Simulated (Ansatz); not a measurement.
# Li2− (quartet): wave-function methods side by side at distance Li1–Li2 = 3.251 Å, aug-cc-pVTZ

An exercise on one series of results from a longer session: the logs are not shown, and one member is left open.

Method: aug-cc-pVTZ, core rule «outside noble gas», up to 2 orbitals frozen; program: Ansatz 0.2.0, Gaussian basis.

To be run: UHF; CCSD(T) on ROHF; CCSD(T) on UHF; BCCD(T) on ROHF; CCSDT on ROHF; CCSDT on UHF; Full CI.

32 further runs of the same task are left out: 17 for a known fault of the program, 11 that didn't finish, 4 set aside as unsound or not needed.

## The system

The geometry derives from a PBE0/def2-TZVPD stationary point (not a proven minimum). One bond is set to the value named and the two fragments are kept rigid.

2 atoms, charge -1, spin multiplicity 4.

Atoms are counted from 1 here; the program's logs count them from 0.

No contacts short enough for the rule that draws bonds.

The first run:

File in.yaml:

```yaml
crystal:
  periodic: [false, false, false]
  atoms:
    - {symbol: Li, position_ang: [0.000000, 0.000000, 0.000000]}
    - {symbol: Li, position_ang: [0.000000, 0.000000, 3.250800]}
basis:
  gaussian: {orbitals: aug-cc-pVTZ}
total_charge: -1
magnetization: {spin_polarized: true, initial_magnetization: 3}
hamiltonian: {xc: hf}
output: {orbitals: {seedname: orbitals}}
```

Started as:

```console
$ ansatz run in.yaml --threads 1 --pin off --events-out ev --progress --plain --max-ram 2393MiB
```

Among the steps run: UHF; CCSD(T) on ROHF; CCSD(T) on UHF; BCCD(T) on ROHF; CCSDT on ROHF; CCSDT on UHF; Full CI.

One of the session's tables, all rows but one given; the rest of the session is left out.

| method | from FCI (kJ/mol) |
| --- | --- |
| ROHF | +19.3 |
| UHF | +19.3 |
| RMP2 | +10.5 |
| UMP2 | ? |
| RCCSD | +0.4 |
| UCCSD | +0.4 |
| RCCSD(T) | +0.2 |
| UCCSD(T) | +0.2 |
| BCCD(T) | +0.2 |
| RCCSDT | 0.0 |
| UCCSDT | -0.1 |
| FCI | 0 |

Q: Estimate the row for UMP2 from the others.

**Answer.** from FCI (kJ/mol): +10.4. In the column «from FCI (kJ/mol)» it lies between UCCSD (+0.4) and RMP2 (+10.5).

To keep in mind: Levels on UHF freeze UHF's core orbitals, full CI those of ROHF, so the U rows can settle a little off it for that reason alone. Restricted and unrestricted rows rest on different reference determinants; where their highest levels disagree by more than a few hundredths of an eV, they describe different states and don't form one ladder.
